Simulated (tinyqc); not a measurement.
Worked calculation (part 1 of 2): ROHF in the sto-6g basis, for BH2, spin multiplicity 2. Computed by tinyqc, a small Python program that keeps every step (integrals from PySCF). Settings: charge = 0, multiplicity = 2, basis = sto-6g, energy threshold = 1e-08, iteration cap = 52, orthogonalisation = canonical, start = atomic densities, DIIS depth = 0, method = ROHF. Command: `OMP_NUM_THREADS=1 python tinyqc.py 31977 31978 out.jsonl` (the two numbers bound the seeds that draw the settings). One thread of a shared host (Intel(R) Xeon(R) Processor @ 2.60GHz), about 0.1 s of CPU time with the checks. Later iterations appear only in the table of the cycle.

## One-electron integrals

Geometry (angstrom):
```
atom         x          y         z
B     0.000000   0.000000  0.000000
H     0.000000   1.154000  0.605000
H     0.000000  -1.156000  0.606000
```

Basis sto-6g: exponents (1/bohr^2) and contraction coefficients of normalised primitives:
```
element  l (shell)    exponent  coefficient
B            s (1)  506.011147     0.009164
B            s (1)   92.776814     0.049362
B            s (1)   25.955658     0.168538
B            s (1)    8.916445     0.370563
B            s (1)    3.462507     0.416492
B            s (1)    1.426054     0.130334
B            s (2)   23.194575    -0.013253
B            s (2)    4.590810    -0.046992
B            s (2)    1.426819    -0.033785
B            s (2)    0.548948     0.250242
B            s (2)    0.238410     0.595117
B            s (2)    0.109280     0.240706
B            p (3)   23.194575     0.003760
B            p (3)    4.590810     0.037679
B            p (3)    1.426819     0.173897
B            p (3)    0.548948     0.418036
B            p (3)    0.238410     0.425859
B            p (3)    0.109280     0.101708
H            s (1)   35.523221     0.009164
H            s (1)    6.513144     0.049361
H            s (1)    1.822143     0.168538
H            s (1)    0.625955     0.370563
H            s (1)    0.243077     0.416492
H            s (1)    0.100112     0.130334
```

Overlap, kinetic and nuclear-attraction integrals over the contracted functions; the nuclear repulsion is the sum of Za Zb / Rab.

nuclear repulsion = 4.28690599 hartree

overlap S, order 1B 1s, 1B 2s, 1B 2px, 1B 2py, 1B 2pz, 2H 1s, 3H 1s:
$$\begin{pmatrix}
1.000000 & 0.264891 & 0.000000 & 0.000000 & 0.000000 & 0.053552 & 0.053281 \\
0.264891 & 1.000000 & 0.000000 & 0.000000 & 0.000000 & 0.419627 & 0.418544 \\
0.000000 & 0.000000 & 1.000000 & 0.000000 & 0.000000 & 0.000000 & 0.000000 \\
0.000000 & 0.000000 & 0.000000 & 1.000000 & 0.000000 & 0.397112 & -0.396391 \\
0.000000 & 0.000000 & 0.000000 & 0.000000 & 1.000000 & 0.208191 & 0.207797 \\
0.053552 & 0.419627 & 0.000000 & 0.397112 & 0.208191 & 1.000000 & 0.072126 \\
0.053281 & 0.418544 & 0.000000 & -0.396391 & 0.207797 & 0.072126 & 1.000000
\end{pmatrix}$$

kinetic energy T (hartree), order 1B 1s, 1B 2s, 1B 2px, 1B 2py, 1B 2pz, 2H 1s, 3H 1s:
$$\begin{pmatrix}
10.947243 & -0.333880 & 0.000000 & 0.000000 & 0.000000 & -0.011540 & -0.011538 \\
-0.333880 & 0.374498 & 0.000000 & 0.000000 & 0.000000 & 0.062325 & 0.061862 \\
0.000000 & 0.000000 & 1.125026 & 0.000000 & 0.000000 & 0.000000 & 0.000000 \\
0.000000 & 0.000000 & 0.000000 & 1.125026 & 0.000000 & 0.159218 & -0.158395 \\
0.000000 & 0.000000 & 0.000000 & 0.000000 & 1.125026 & 0.083472 & 0.083034 \\
-0.011540 & 0.062325 & 0.000000 & 0.159218 & 0.083472 & 0.768522 & -0.011535 \\
-0.011538 & 0.061862 & 0.000000 & -0.158395 & 0.083034 & -0.011535 & 0.768522
\end{pmatrix}$$

nuclear attraction V (hartree), order 1B 1s, 1B 2s, 1B 2px, 1B 2py, 1B 2pz, 2H 1s, 3H 1s:
$$\begin{pmatrix}
-24.203286 & -2.959165 & 0.000000 & -0.000049 & -0.015106 & -0.660109 & -0.656710 \\
-2.959165 & -4.543203 & 0.000000 & -0.000322 & -0.131645 & -1.644458 & -1.639012 \\
0.000000 & 0.000000 & -4.474836 & 0.000000 & 0.000000 & 0.000000 & 0.000000 \\
-0.000049 & -0.000322 & 0.000000 & -4.635336 & -0.000144 & -1.472662 & 1.468728 \\
-0.015106 & -0.131645 & 0.000000 & -0.000144 & -4.518946 & -0.794160 & -0.791995 \\
-0.660109 & -1.644458 & 0.000000 & -1.472662 & -0.794160 & -3.480912 & -0.272506 \\
-0.656710 & -1.639012 & 0.000000 & 1.468728 & -0.791995 & -0.272506 & -3.477633
\end{pmatrix}$$

core Hamiltonian H = T + V (hartree), order 1B 1s, 1B 2s, 1B 2px, 1B 2py, 1B 2pz, 2H 1s, 3H 1s:
$$\begin{pmatrix}
-13.256042 & -3.293045 & 0.000000 & -0.000049 & -0.015106 & -0.671650 & -0.668248 \\
-3.293045 & -4.168705 & 0.000000 & -0.000322 & -0.131645 & -1.582134 & -1.577149 \\
0.000000 & 0.000000 & -3.349810 & 0.000000 & 0.000000 & 0.000000 & 0.000000 \\
-0.000049 & -0.000322 & 0.000000 & -3.510309 & -0.000144 & -1.313443 & 1.310333 \\
-0.015106 & -0.131645 & 0.000000 & -0.000144 & -3.393920 & -0.710688 & -0.708961 \\
-0.671650 & -1.582134 & 0.000000 & -1.313443 & -0.710688 & -2.712390 & -0.284041 \\
-0.668248 & -1.577149 & 0.000000 & 1.310333 & -0.708961 & -0.284041 & -2.709111
\end{pmatrix}$$

## Two-electron integrals

Functions are numbered as in S; the eight-fold symmetry (ij|kl) = (ji|kl) = (kl|ij) leaves the list below.

Two-electron integrals (ij|kl) in chemists' order, unique and non-zero (hartree):
```
(11|11) 2.924993    (21|11) 0.480756    (21|21) 0.099484    (22|11) 0.743449
(22|21) 0.188967    (22|22) 0.544922    (31|31) 0.021096    (32|31) 0.030854
(32|32) 0.120443    (33|11) 0.743450    (33|21) 0.188967    (33|22) 0.544922
(33|33) 0.587109    (41|41) 0.021096    (42|41) 0.030854    (42|42) 0.120443
(43|43) 0.031641    (44|11) 0.743450    (44|21) 0.188967    (44|22) 0.544922
(44|33) 0.523827    (44|44) 0.587109    (51|51) 0.021096    (52|51) 0.030854
(52|52) 0.120443    (53|53) 0.031641    (54|54) 0.031641    (55|11) 0.743450
(55|21) 0.188967    (55|22) 0.544922    (55|33) 0.523827    (55|44) 0.523827
(55|55) 0.587109    (61|11) 0.100710    (61|21) 0.020187    (61|22) 0.038016
(61|33) 0.037809    (61|41) 0.001405    (61|42) 0.002679    (61|44) 0.038296
(61|51) 0.000737    (61|52) 0.001404    (61|54) 0.000256    (61|55) 0.037943
(61|61) 0.004250    (62|11) 0.240981    (62|21) 0.062294    (62|22) 0.197608
(62|33) 0.192001    (62|41) 0.006457    (62|42) 0.038019    (62|44) 0.205195
(62|51) 0.003385    (62|52) 0.019932    (62|54) 0.006917    (62|55) 0.195627
(62|61) 0.013424    (62|62) 0.099461    (63|31) 0.006524    (63|32) 0.029646
(63|43) 0.007111    (63|53) 0.003728    (63|63) 0.010887    (64|11) 0.201682
(64|21) 0.052873    (64|22) 0.176582    (64|33) 0.167309    (64|41) 0.011196
(64|42) 0.060493    (64|44) 0.192196    (64|51) 0.002450    (64|52) 0.016172
(64|54) 0.009319    (64|55) 0.170240    (64|61) 0.011977    (64|62) 0.103961
(64|64) 0.117292    (65|11) 0.105735    (65|21) 0.027719    (65|22) 0.092576
(65|33) 0.087714    (65|41) 0.002450    (65|42) 0.016172    (65|44) 0.093305
(65|51) 0.007808    (65|52) 0.038124    (65|54) 0.010042    (65|55) 0.096707
(65|61) 0.006279    (65|62) 0.054503    (65|64) 0.055784    (65|65) 0.040132
(66|11) 0.402044    (66|21) 0.106121    (66|22) 0.379869    (66|33) 0.357520
(66|41) 0.013261    (66|42) 0.103223    (66|44) 0.410112    (66|51) 0.006952
(66|52) 0.054116    (66|54) 0.027572    (66|55) 0.371975    (66|61) 0.023416
(66|62) 0.245445    (66|64) 0.278782    (66|65) 0.146155    (66|66) 0.774999
(71|11) 0.100194    (71|21) 0.020084    (71|22) 0.037824    (71|33) 0.037618
(71|41) -0.001398   (71|42) -0.002666   (71|44) 0.038103    (71|51) 0.000733
(71|52) 0.001397    (71|54) -0.000254   (71|55) 0.037751    (71|61) 0.004022
(71|62) 0.012050    (71|64) 0.009728    (71|65) 0.005649    (71|66) 0.020377
(71|71) 0.004207    (72|11) 0.240155    (72|21) 0.062084    (72|22) 0.196988
(72|33) 0.191394    (72|41) -0.006435   (72|42) -0.037916   (72|44) 0.204557
(72|51) 0.003373    (72|52) 0.019877    (72|54) -0.006900   (72|55) 0.195012
(72|61) 0.012070    (72|62) 0.064085    (72|64) 0.049998    (72|65) 0.034297
(72|66) 0.119851    (72|71) 0.013312    (72|72) 0.098912    (73|31) 0.006496
(73|32) 0.029533    (73|43) -0.007089   (73|53) 0.003716    (73|63) 0.006288
(73|73) 0.010814    (74|11) -0.201139   (74|21) -0.052732   (74|22) -0.176151
(74|33) -0.166903   (74|41) 0.011155    (74|42) 0.060313    (74|44) -0.191723
(74|51) -0.002442   (74|52) -0.016136   (74|54) 0.009295    (74|55) -0.169828
(74|61) -0.009753   (74|62) -0.050048   (74|64) -0.034146   (74|65) -0.026320
(74|66) -0.089517   (74|71) -0.011884   (74|72) -0.103454   (74|74) 0.116768
(75|11) 0.105442    (75|21) 0.027643    (75|22) 0.092342    (75|33) 0.087494
(75|41) -0.002442   (75|42) -0.016136   (75|44) 0.093073    (75|51) 0.007776
(75|52) 0.037992    (75|54) -0.010013   (75|55) 0.096459    (75|61) 0.005662
(75|62) 0.034311    (75|64) 0.026308    (75|65) 0.024241    (75|66) 0.066926
(75|71) 0.006230    (75|72) 0.054233    (75|74) -0.055543   (75|75) 0.039931
(76|11) 0.039948    (76|21) 0.010310    (76|22) 0.033006    (76|33) 0.032098
(76|41) -6.48e-07   (76|42) -0.000005   (76|44) 0.033289    (76|51) 0.000954
(76|52) 0.005629    (76|54) -1.39e-06   (76|55) 0.033631    (76|61) 0.002130
(76|62) 0.013942    (76|64) 0.012790    (76|65) 0.008317    (76|66) 0.030928
(76|71) 0.002119    (76|72) 0.013908    (76|74) -0.012771   (76|75) 0.008300
(76|76) 0.002482    (77|11) 0.401392    (77|21) 0.105953    (77|22) 0.379388
(77|33) 0.357078    (77|41) -0.013224   (77|42) -0.103052   (77|44) 0.409581
(77|51) 0.006932    (77|52) 0.054022    (77|54) -0.027523   (77|55) 0.371506
(77|61) 0.020449    (77|62) 0.120090    (77|64) 0.089614    (77|65) 0.067026
(77|66) 0.228822    (77|71) 0.023260    (77|72) 0.244679    (77|74) -0.278070
(77|75) 0.145770    (77|76) 0.030928    (77|77) 0.774999
```

## Orthogonalisation

S = U s U^T; canonical form X = U s^(-1/2), so that X^T S X = 1. Each column of U has its largest component positive (the first on a tie).

eigenvalues of S: [0.349054, 0.401695, 0.867487, 1.000000, 1.092200, 1.526184, 1.763380]

X, order 1B 1s, 1B 2s, 1B 2px, 1B 2py, 1B 2pz, 2H 1s, 3H 1s:
$$\begin{pmatrix}
-0.335436 & 0.004427 & 0.775283 & 0.000000 & -0.573005 & -0.000704 & 0.213920 \\
1.137995 & -0.012681 & -0.308706 & 0.000000 & -0.260903 & -0.001343 & 0.470813 \\
0.000000 & 0.000000 & 0.000000 & 1.000000 & 0.000000 & 0.000000 & 0.000000 \\
0.013812 & 1.079223 & -0.000181 & 0.000000 & 0.000160 & 0.590445 & 0.001467 \\
0.497044 & -0.005515 & 0.615950 & 0.000000 & 0.687556 & -0.000597 & 0.196826 \\
-0.788398 & -0.805042 & -0.196003 & 0.000000 & 0.152270 & 0.390408 & 0.362277 \\
-0.767150 & 0.822451 & -0.196420 & 0.000000 & 0.152510 & -0.392661 & 0.360111
\end{pmatrix}$$

## Starting guess

The start is atomic minimal-basis densities projected into this basis (PySCF's MINAO start) and scaled to the electron count of each spin; this density is not idempotent, so its energy is not variational and may lie below the converged one.

D(alpha) at the start, order 1B 1s, 1B 2s, 1B 2px, 1B 2py, 1B 2pz, 2H 1s, 3H 1s:
$$\begin{pmatrix}
1.237835 & -0.301422 & 0.000000 & 0.000024 & 0.009008 & -0.021599 & -0.021572 \\
-0.301422 & 1.142137 & 0.000000 & -0.000079 & -0.029836 & 0.083400 & 0.083318 \\
0.000000 & 0.000000 & 0.182989 & 0.000000 & 0.000000 & 0.000000 & 0.000000 \\
0.000024 & -0.000079 & 0.000000 & 0.151812 & -0.000017 & 0.027504 & -0.027526 \\
0.009008 & -0.029836 & 0.000000 & -0.000017 & 0.174671 & 0.012183 & 0.012194 \\
-0.021599 & 0.083400 & 0.000000 & 0.027504 & 0.012183 & 0.539937 & 0.009301 \\
-0.021572 & 0.083318 & 0.000000 & -0.027526 & 0.012194 & 0.009301 & 0.540032
\end{pmatrix}$$

D(beta) at the start, order 1B 1s, 1B 2s, 1B 2px, 1B 2py, 1B 2pz, 2H 1s, 3H 1s:
$$\begin{pmatrix}
0.928376 & -0.226067 & 0.000000 & 0.000018 & 0.006756 & -0.016200 & -0.016179 \\
-0.226067 & 0.856603 & 0.000000 & -0.000059 & -0.022377 & 0.062550 & 0.062488 \\
0.000000 & 0.000000 & 0.137241 & 0.000000 & 0.000000 & 0.000000 & 0.000000 \\
0.000018 & -0.000059 & 0.000000 & 0.113859 & -0.000012 & 0.020628 & -0.020645 \\
0.006756 & -0.022377 & 0.000000 & -0.000012 & 0.131003 & 0.009137 & 0.009146 \\
-0.016200 & 0.062550 & 0.000000 & 0.020628 & 0.009137 & 0.404953 & 0.006976 \\
-0.016179 & 0.062488 & 0.000000 & -0.020645 & 0.009146 & 0.006976 & 0.405024
\end{pmatrix}$$

## Iteration 1: building the Fock matrix

J_ij = sum D_kl (ij|kl) with D = D(alpha) + D(beta), K_ij = sum D_kl (ik|jl) for each spin; F = H + J - K(s); E = tr D H + tr D J / 2 - 0.5 sum_s tr D(s) K(s) + E_nn.

Coulomb J (hartree), order 1B 1s, 1B 2s, 1B 2px, 1B 2py, 1B 2pz, 2H 1s, 3H 1s:
$$\begin{pmatrix}
8.911296 & 1.729156 & 0.000000 & 0.000037 & 0.013591 & 0.357538 & 0.355709 \\
1.729156 & 3.855916 & 0.000000 & 0.000167 & 0.108527 & 1.435352 & 1.430868 \\
0.000000 & 0.000000 & 3.809707 & 0.000000 & 0.000000 & 0.000000 & 0.000000 \\
0.000037 & 0.000167 & 0.000000 & 3.918485 & 0.000049 & 1.298991 & -1.295827 \\
0.013591 & 0.108527 & 0.000000 & 0.000049 & 3.839553 & 0.700909 & 0.699149 \\
0.357538 & 1.435352 & 0.000000 & 1.298991 & 0.700909 & 2.947283 & 0.239981 \\
0.355709 & 1.430868 & 0.000000 & -1.295827 & 0.699149 & 0.239981 & 2.944583
\end{pmatrix}$$

exchange K(alpha) (hartree), order 1B 1s, 1B 2s, 1B 2px, 1B 2py, 1B 2pz, 2H 1s, 3H 1s:
$$\begin{pmatrix}
3.458084 & 0.593278 & 0.000000 & 0.000056 & 0.008708 & 0.138151 & 0.137449 \\
0.593278 & 0.866842 & 0.000000 & 0.000290 & 0.065833 & 0.431017 & 0.429775 \\
0.000000 & 0.000000 & 0.284942 & 0.000000 & 0.000000 & 0.000000 & 0.000000 \\
0.000056 & 0.000290 & 0.000000 & 0.412033 & 0.000132 & 0.244867 & -0.244258 \\
0.008708 & 0.065833 & 0.000000 & 0.000132 & 0.319733 & 0.138005 & 0.137693 \\
0.138151 & 0.431017 & 0.000000 & 0.244867 & 0.138005 & 0.615339 & 0.123669 \\
0.137449 & 0.429775 & 0.000000 & -0.244258 & 0.137693 & 0.123669 & 0.614528
\end{pmatrix}$$

exchange K(beta) (hartree), order 1B 1s, 1B 2s, 1B 2px, 1B 2py, 1B 2pz, 2H 1s, 3H 1s:
$$\begin{pmatrix}
2.593563 & 0.444958 & 0.000000 & 0.000042 & 0.006531 & 0.103613 & 0.103087 \\
0.444958 & 0.650132 & 0.000000 & 0.000218 & 0.049374 & 0.323263 & 0.322331 \\
0.000000 & 0.000000 & 0.213706 & 0.000000 & 0.000000 & 0.000000 & 0.000000 \\
0.000042 & 0.000218 & 0.000000 & 0.309024 & 0.000099 & 0.183650 & -0.183194 \\
0.006531 & 0.049374 & 0.000000 & 0.000099 & 0.239800 & 0.103504 & 0.103270 \\
0.103613 & 0.323263 & 0.000000 & 0.183650 & 0.103504 & 0.461504 & 0.092752 \\
0.103087 & 0.322331 & 0.000000 & -0.183194 & 0.103270 & 0.092752 & 0.460896
\end{pmatrix}$$

F(alpha) (hartree), order 1B 1s, 1B 2s, 1B 2px, 1B 2py, 1B 2pz, 2H 1s, 3H 1s:
$$\begin{pmatrix}
-7.802831 & -2.157167 & 0.000000 & -0.000068 & -0.010222 & -0.452263 & -0.449988 \\
-2.157167 & -1.179631 & 0.000000 & -0.000445 & -0.088951 & -0.577799 & -0.576056 \\
0.000000 & 0.000000 & 0.174955 & 0.000000 & 0.000000 & 0.000000 & 0.000000 \\
-0.000068 & -0.000445 & 0.000000 & -0.003857 & -0.000227 & -0.259320 & 0.258764 \\
-0.010222 & -0.088951 & 0.000000 & -0.000227 & 0.125900 & -0.147783 & -0.147504 \\
-0.452263 & -0.577799 & 0.000000 & -0.259320 & -0.147783 & -0.380446 & -0.167730 \\
-0.449988 & -0.576056 & 0.000000 & 0.258764 & -0.147504 & -0.167730 & -0.379055
\end{pmatrix}$$

F(beta) (hartree), order 1B 1s, 1B 2s, 1B 2px, 1B 2py, 1B 2pz, 2H 1s, 3H 1s:
$$\begin{pmatrix}
-6.938310 & -2.008847 & 0.000000 & -0.000054 & -0.008045 & -0.417725 & -0.415626 \\
-2.008847 & -0.962920 & 0.000000 & -0.000373 & -0.072493 & -0.470044 & -0.468612 \\
0.000000 & 0.000000 & 0.246191 & 0.000000 & 0.000000 & 0.000000 & 0.000000 \\
-0.000054 & -0.000373 & 0.000000 & 0.099151 & -0.000194 & -0.198103 & 0.197700 \\
-0.008045 & -0.072493 & 0.000000 & -0.000194 & 0.205833 & -0.113282 & -0.113081 \\
-0.417725 & -0.470044 & 0.000000 & -0.198103 & -0.113282 & -0.226612 & -0.136813 \\
-0.415626 & -0.468612 & 0.000000 & 0.197700 & -0.113081 & -0.136813 & -0.225423
\end{pmatrix}$$

total energy of this density = -25.56158880 hartree

This density is the starting one; it is not idempotent, so its energy is not variational and may lie below the converged one.

## Iteration 1: Roothaan effective Fock matrix

With projectors Pc = D(beta) S, Po = (D(alpha) - D(beta)) S, Pv = 1 - D(alpha) S, the block xy is Px^T F Py; with Fc = (F(alpha) + F(beta))/2, the blocks are Fc for cc, oo, vv and cv, F(beta) for co and F(alpha) for ov.

effective F (hartree), order 1B 1s, 1B 2s, 1B 2px, 1B 2py, 1B 2pz, 2H 1s, 3H 1s:
$$\begin{pmatrix}
-7.112269 & -2.024717 & 0.000000 & -0.000039 & -0.005056 & -0.424152 & -0.422051 \\
-2.024717 & -0.946127 & 0.000000 & -0.000354 & -0.066012 & -0.448502 & -0.447086 \\
0.000000 & 0.000000 & 0.208358 & 0.000000 & 0.000000 & 0.000000 & 0.000000 \\
-0.000039 & -0.000354 & 0.000000 & 0.047770 & -0.000205 & -0.227969 & 0.227547 \\
-0.005056 & -0.066012 & 0.000000 & -0.000205 & 0.165290 & -0.122423 & -0.122200 \\
-0.424152 & -0.448502 & 0.000000 & -0.227969 & -0.122423 & -0.256310 & -0.106331 \\
-0.422051 & -0.447086 & 0.000000 & 0.227547 & -0.122200 & -0.106331 & -0.255217
\end{pmatrix}$$

## Iteration 1: diagonalisation and new density

Diagonalise F' = X^T F X, C = X C', fill 4 alpha and 3 beta electrons from the bottom; D(s) = C_occ C_occ^T. Each column has its largest component positive (the first on a tie).

F' = X^T F X (hartree):
$$\begin{pmatrix}
0.383091 & 0.004665 & 0.669577 & 0.000000 & -0.399843 & 0.001200 & 0.216166 \\
0.004665 & 0.657852 & -0.009914 & 0.000000 & 0.006537 & 0.152057 & -0.003145 \\
0.669577 & -0.009914 & -3.132741 & 0.000000 & 3.061327 & 0.004730 & -1.656418 \\
0.000000 & 0.000000 & 0.000000 & 0.208358 & 0.000000 & 0.000000 & 0.000000 \\
-0.399843 & 0.006537 & 3.061327 & 0.000000 & -2.748268 & -0.004885 & 1.711206 \\
0.001200 & 0.152057 & 0.004730 & 0.000000 & -0.004885 & -0.239783 & 0.003205 \\
0.216166 & -0.003145 & -1.656418 & 0.000000 & 1.711206 & 0.003205 & -1.513921
\end{pmatrix}$$

orbital energies (hartree): MO1 -7.115552, MO2 -0.523124, MO3 -0.264832, MO4 0.087337, MO5 0.208358, MO6 0.539411, MO7 0.682989

coefficients C, order 1B 1s, 1B 2s, 1B 2px, 1B 2py, 1B 2pz, 2H 1s, 3H 1s:
$$\begin{pmatrix}
0.993417 & -0.229485 & -0.000239 & 0.146673 & 0.000000 & -0.163224 & -0.001211 \\
0.025294 & 0.668448 & 0.001114 & -0.663391 & 0.000000 & 0.890293 & 0.007480 \\
0.000000 & 0.000000 & 0.000000 & 0.000000 & 1.000000 & 0.000000 & 0.000000 \\
0.000012 & 0.000502 & -0.407100 & 0.000412 & 0.000000 & -0.007130 & 1.160930 \\
0.002167 & 0.074870 & 0.000034 & 0.707215 & 0.000000 & 0.795085 & 0.005342 \\
-0.003350 & 0.318239 & -0.517998 & 0.349255 & 0.000000 & -0.753642 & -0.745228 \\
-0.003341 & 0.316791 & 0.519295 & 0.349641 & 0.000000 & -0.761898 & 0.733398
\end{pmatrix}$$

D(alpha) after iteration 1, order 1B 1s, 1B 2s, 1B 2px, 1B 2py, 1B 2pz, 2H 1s, 3H 1s:
$$\begin{pmatrix}
1.061054 & -0.225573 & 0.000000 & 0.000054 & 0.088700 & -0.025008 & -0.024859 \\
-0.225573 & 0.887551 & 0.000000 & -0.000391 & -0.419059 & -0.019628 & -0.019697 \\
0.000000 & 0.000000 & 0.000000 & 0.000000 & 0.000000 & 0.000000 & 0.000000 \\
0.000054 & -0.000391 & 0.000000 & 0.165731 & 0.000315 & 0.211181 & -0.211102 \\
0.088700 & -0.419059 & 0.000000 & 0.000315 & 0.505763 & 0.270800 & 0.271000 \\
-0.025008 & -0.019628 & 0.000000 & 0.211181 & 0.270800 & 0.491588 & -0.046054 \\
-0.024859 & -0.019697 & 0.000000 & -0.211102 & 0.271000 & -0.046054 & 0.492284
\end{pmatrix}$$

D(beta) after iteration 1, order 1B 1s, 1B 2s, 1B 2px, 1B 2py, 1B 2pz, 2H 1s, 3H 1s:
$$\begin{pmatrix}
1.039541 & -0.128271 & 0.000000 & -0.000006 & -0.015029 & -0.076235 & -0.076142 \\
-0.128271 & 0.447463 & 0.000000 & -0.000117 & 0.050102 & 0.212064 & 0.212252 \\
0.000000 & 0.000000 & 0.000000 & 0.000000 & 0.000000 & 0.000000 & 0.000000 \\
-0.000006 & -0.000117 & 0.000000 & 0.165731 & 0.000024 & 0.211037 & -0.211246 \\
-0.015029 & 0.050102 & 0.000000 & 0.000024 & 0.005610 & 0.023802 & 0.023729 \\
-0.076235 & 0.212064 & 0.000000 & 0.211037 & 0.023802 & 0.369609 & -0.168168 \\
-0.076142 & 0.212252 & 0.000000 & -0.211246 & 0.023729 & -0.168168 & 0.370035
\end{pmatrix}$$
